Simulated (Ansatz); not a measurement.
```yaml
crystal:
  periodic: [false, false, false]
  atoms:
    - {symbol: C, position_ang: [-3.635075, 1.301735, -0.608508]}
    - {symbol: C, position_ang: [-1.405883, -0.046441, -0.994024]}
    - {symbol: C, position_ang: [1.599798, -0.254821, 0.690820]}
    - {symbol: Cl, position_ang: [2.054671, -3.652963, 2.293077]}
    - {symbol: H, position_ang: [-5.541474, 1.413236, -2.043161]}
    - {symbol: H, position_ang: [3.790989, 0.699437, -0.822285]}
    - {symbol: H, position_ang: [2.252991, 1.588115, 2.398966]}
basis:
  gaussian: {orbitals: def2-SVPD}
hamiltonian: {xc: {name: RPBE}}
accuracy: high
```

```sh
$ ansatz run in.yaml --threads 2 --pin off --events-out ev --progress --plain --max-ram 4352MiB
```

It prints (some lines left out):

```
Functional definition: RPBE
2271 factors; integrals over basis functions are off by at most 2.9e-8 eV
mean field evaluation 1: about -15630.3344 eV, gradient 4.4e1 eV
mean field evaluation 2: about -15033.0343 eV, gradient 2.3e2 eV
mean field evaluation 4: about -15392.4908 eV, gradient 2.0e2 eV
mean field evaluation 8: about -15643.4866 eV, gradient 1.7e0 eV
mean field evaluation 16: about -15643.5575 eV, gradient 3.2e-1 eV
mean field evaluation 64: about -15643.5567 eV, gradient 3.4e-1 eV
mean field evaluation 96: about -15643.5488 eV, gradient 3.3e-1 eV
mean field evaluation 160: about -15643.3991 eV, gradient 3.9e0 eV
mean field evaluation 192: about -15643.5174 eV, gradient 5.5e-1 eV
mean field evaluation 224: about -15643.5580 eV, gradient 1.2e-1 eV
mean field -15643.55966318 eV, -574.8902140362 hartree, gradient 1.4e-8 eV, S^2 0.000000; 10 other end points of the search recorded, 0 dependent functions left out
reference -15643.55966863 eV, -574.8902142367 hartree; 19, 19 occupied and 92, 92 virtual orbitals, 2271 factors
Total energy: -15643.55966863 eV, -574.8902142367 hartree
```

In this input the geometry is stretched to more than twice its size. Self-consistency was reached. The result belongs to that input, not to the molecule as meant.
